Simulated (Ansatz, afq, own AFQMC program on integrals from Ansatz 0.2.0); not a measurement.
Two steps: Ansatz 0.2.0 writes the Fock matrix and Cholesky factors of the valence space, and afq projects on them the lowest state that overlaps trial and start.

```yaml
crystal:
  periodic: [false, false, false]
  atoms:
    - {symbol: Zr, position_ang: [0.000000, 0.000000, 0.000000]}
    - {symbol: H, position_ang: [0.000000, 0.000000, 1.858985]}
basis:
  gaussian: {orbitals: def2-TZVP}
magnetization: {spin_polarized: false, initial_magnetization: 1}
correlation: {method: ccsd_t, electrons: outside_noble_gas, hamiltonian_folder: ham}
```

```sh
$ ansatz run in.yaml --threads 1 --pin off --events-out ev --progress --plain --max-ram 16896MiB --backend cuda --devices 0, --max-vram 18GiB
```

Options of the walk:

```
--method phaseless --trial cisd --walkers 4000 --populations 20 --least-time 60 --time-step 0.005 --steps-per-block 50 --equilibration-blocks 40 --max-blocks 4000 --target-error 0.00014 --factor-cut 1e-05 --start spin_pure --seed 5268 --release-times 0.24,0.6,1.2,2,3,4.2 --release-step 0.04 --release-every 3 --taylor-order 6
```

Times are imaginary, in 1/Eh. The walk had a cap of 178 s. With eight or more populations the least sampling time is a fifth of least-time, and the error comes from their spread. Core potentials past Kr, no spin–orbit coupling.

```
orbitals 42  electrons 3 2  factors 317 of 416
reference energy -46.99006826 Eh
CCSD correlation -0.08821732 Eh in 19 cycles, weight of the determinant in the CISD state 0.8544
energy of the start -47.078286 Eh
 block  time / (1/Eh)  mean weight  energy / Eh
     1     0.250  0.9999  -47.077953
     2     0.500  0.9999  -47.078102
     3     0.750  1.0000  -47.078428
     4     1.000  1.0000  -47.078759
     5     1.250  0.9998  -47.079103
    10     2.500  1.0000  -47.080241
    15     3.750  1.0000  -47.080993
    19     4.750  0.9999  -47.081495
    29     7.250  0.9999  -47.081717
    39     9.750  1.0000  -47.081866
    49    12.250  0.9998  -47.081743
    59    14.750  1.0001  -47.081883
    61    15.250  0.9999  -47.082268
    69    17.250  0.9998  -47.082224
    79    19.750  0.9998  -47.081451
    89    22.250  1.0000  -47.081515
error from the spread of 20 populations
released: time / (1/Eh)  energy / Eh  error  mean overlap
  0.24  -47.082085  0.000080  0.9986
  0.60  -47.082278  0.000071  0.9958
  1.20  -47.082391  0.000069  0.9975
  2.00  -47.082559  0.000092  0.9994
  3.00  -47.082627  0.000103  0.9958
  4.20  -47.082851  0.000190  0.9962
energy -47.081750 +/- 0.000079 Eh
(rows thinned)
```

(1) Estimate how long the walk took on 1 × NVIDIA H100 80GB HBM3 with 2 threads of AMD EPYC 7R13 Processor (Zen 3), with other jobs on the host (the card was shared).

The run passed its tests (sampling time, drift between the halves within three errors, error under three times the target), which doesn't prove that it has relaxed.

Against this walk (error 2.2 meV) on the same determinant: CCSD(T) 1.5 meV higher (within the noise), CCSDT(Q) 44.5 meV lower, CCSDTQ 45.7 meV lower, full CI 45.8 meV lower. The error is statistical and leaves out the bias of the constraint. The released energies are still falling (meV from the phaseless value at times in 1/Eh: -14.4 ± 1.9 at 0.60, -17.4 ± 1.9 at 1.20, -22 ± 3 at 2.00, -24 ± 3 at 3.00, -30 ± 5 at 4.20), so they give no level; they do show a bias of the constraint, and the last of them that isn't too noisy lies 16 meV above full CI. Full CI is exact here, so the walk's 46 meV above it is the walk's own error: the bias of the constraint with this trial.

Cautions: constraint bias not in the error; no spin-orbit coupling; outer-core shells of the metal frozen; a spin-contaminated unrestricted determinant lies lower (UHF 409 meV lower, ⟨S²⟩ 1.49); raised T1 diagnostic (T1 0.046, weight of the determinant 0.85, largest double 0.11).

## Answers

(1) 49 s of wall time.

CCSDT and higher add their correlation energy to the determinant of the CCSD(T) run, since their own runs factorise the integrals more tightly (a shift of under 2 meV). A walk keeps the symmetry of its determinant, which the program's search chose and which needn't be the lowest solution, so a lower state of the same spin and another symmetry isn't excluded.
